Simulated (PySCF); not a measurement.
Molecule: `N#CCN`, C2H4N2.

Numbering as in the mapped SMILES `[N:1]#[C:2][CH2:3][NH2:4]`; H(Xn) means a hydrogen on atom n.

Spin–spin couplings on one PBE0-D3(BJ)/def2-SVP geometry, PySCF 2.14.0 with density-fitted response routines, gas phase, non-relativistic, equivalent pairs averaged; isotopes ¹³C, ¹H, ¹⁵N; functional B3LYP.

Task: How do the couplings (Hz) change with the basis set? Times are CPU seconds on shared hosts with different chips, so compare them loosely. Far from the basis limit: 6-31G-J, pcJ-0, 6-31G*, def2-TZVP, cc-pVTZ.

Result: 
```
    basis set  functions  ¹J(C3,H(C3))  ¹J(C2,C3)  ¹J(N4,H(N4))  ¹J(N1,C2)  ¹J(C3,N4)  ²J(H(C3),H(C3))  ²J(H(N4),H(N4))  core-s
      6-31G-J         64         147.3       70.5         -69.2       -8.0       -4.0            -20.7            -10.4       5
        pcJ-0         64         122.5       53.3         -54.7        4.9       -2.6            -17.6             -8.1     4.8
       6-31G*         64         157.5       81.1         -66.5      -18.7      -11.2            -18.7            -10.0     2.9
        pcJ-1        148         142.6       72.3         -67.9      -18.4       -6.1            -18.5             -9.1     7.7
    def2-TZVP        148         135.1       68.5         -63.1      -14.8       -4.4            -15.8             -9.4       8
      cc-pVTZ        176         125.3       60.5         -55.9      -46.8       -2.7            -15.3             -7.9      10
aug-cc-pVTZ-J        264         144.8       67.9         -69.7      -16.4       -5.0            -19.1             -9.2      32
        pcJ-2        300         143.1       67.1         -68.9      -17.0       -5.1            -18.8             -8.8      44
```

The Fermi-contact term samples the wavefunction at the nucleus, which is why sets with added tight s functions (names with J) are made for couplings.
